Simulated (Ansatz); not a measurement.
A run of Ansatz (development build ahead of 0.2.0) on singlet NO2(-) at this shape:

```xyz
3

N    -0.0014   -0.0099   -0.4572
O    -0.0056    1.0674    0.2053
O    -0.0078   -1.0556    0.1971
```

Its results:

```yaml
Converged: yes
Reference_energy: -204.16738 hartree
Correlation_energy: -0.68303 hartree
Total_energy: -204.85041 hartree
Spin_squared_of_the_determinant: 0.000
```

Task: Which input gives this output? Name the method, the orbitals and the basis set, and write the input.

Result: RHF-MP2 in def2-TZVP. An unrestricted run that stays on the closed shell gives the same numbers.

```yaml
crystal:
  periodic: [false, false, false]
  atoms:
    - { symbol: "N", position_ang: [-0.00144, -0.00988, -0.45723] }
    - { symbol: O, position_ang: [-0.00564, 1.06736, 0.20528] }
    - { symbol: O, position_ang: [-0.00784, -1.05562, 0.19707] }
basis:
  gaussian: { orbitals: def2-TZVP }
total_charge: -1
hamiltonian:
  xc: hf
correlation:
  method: mp2
  frozen_orbitals: { "N": 1, O: 1 }
```

Caution: no diffuse functions for an anion.
